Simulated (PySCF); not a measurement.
Can point charges reproduce the dipole moment of 2,2-difluoroethanol, `OCC(F)F`?

Coordinates (GFN2-xTB, Å) and charges (e) from the PBE0/pcSseg-1 density (PySCF):

```csv
atom,x,y,z,Mulliken,IAO,Hirshfeld,ESP-fitted
O1,-1.446,0.721,-0.017,-0.4534,-0.5389,-0.2243,-0.5851
C2,-0.595,-0.387,-0.022,+0.0226,-0.0801,-0.0138,+0.0292
C3,0.865,0.033,-0.215,+0.4579,+0.4301,+0.1407,+0.3289
F4,1.304,0.694,0.889,-0.3126,-0.3111,-0.1124,-0.2194
F5,1.661,-1.051,-0.357,-0.2998,-0.3026,-0.1053,-0.2341
H6,-1.229,1.285,0.736,+0.2348,+0.3554,+0.1675,+0.4009
H7,-0.669,-0.970,0.906,+0.1188,+0.1370,+0.0424,+0.0810
H8,-0.892,-1.014,-0.865,+0.1357,+0.1660,+0.0566,+0.1166
H9,1.014,0.695,-1.081,+0.0959,+0.1442,+0.0487,+0.0821
```

Problem. What dipole does each set of charges give (1 e·Å = 4.803 D), and what does the density give?

Solution. The full density gives (-0.59, 0.23, 0.04) D, 0.64 D in size; dipole vectors point from the negative to the positive end.

```json
{"scheme": "Mulliken", "μx": "-1.24", "μy": "-0.51", "μz": "-0.97", "size (D)": "1.66", "share of the full size (%)": "261", "angle to the full dipole (°)": "57"}
{"scheme": "IAO", "μx": "-1.15", "μy": "0.07", "μz": "-0.79", "size (D)": "1.40", "share of the full size (%)": "219", "angle to the full dipole (°)": "41"}
{"scheme": "Hirshfeld", "μx": "-0.49", "μy": "0.15", "μz": "-0.14", "size (D)": "0.53", "share of the full size (%)": "84", "angle to the full dipole (°)": "19"}
{"scheme": "ESP-fitted", "μx": "-0.62", "μy": "0.23", "μz": "0.03", "size (D)": "0.66", "share of the full size (%)": "104", "angle to the full dipole (°)": "2"}
```

Problem. Which set comes closest?

Solution. Length of the difference vector: ESP-fitted 0.03 D, Hirshfeld 0.22 D, IAO 1.01 D, Mulliken 1.42 D. Closest: ESP-fitted. 

Problem. What is left for the Hirshfeld atoms' own dipoles?

Solution. The shares of the density sum to the whole, so what Σ q r misses lies in dipoles about the nuclei. The atomic dipoles sum to (-0.59, 0.23, 0.04) − (-0.49, 0.15, -0.14) = (-0.10, 0.08, 0.18) D, 0.22 D in size.

Problem. With the origin at the mean of the coordinates, (0.002, 0.001, -0.003) Å, which are the largest single terms, by size, of the Mulliken dipole along the direction of the full one?

Solution. O1 -3.50, F5 +2.80, H6 +1.87, C3 -1.77, F4 +1.36 D; all 9 atoms together +0.91 D. The single terms depend on the origin, their sum doesn't.

Problem. Give the size of the full dipole in other units.

Solution. 0.64 D = 0.251 au = 0.133 e·Å = 2.13 × 10⁻³⁰ C·m.

The structure is a single GFN2-xTB conformer in the gas phase; no vibrational or solvent corrections.

Shape of the structure used: `[OH:1][CH2:2][CH:3]([F:4])[F:5]`: O1–C2–C3–F4 69°, H–O1–C2–C3 -63°.
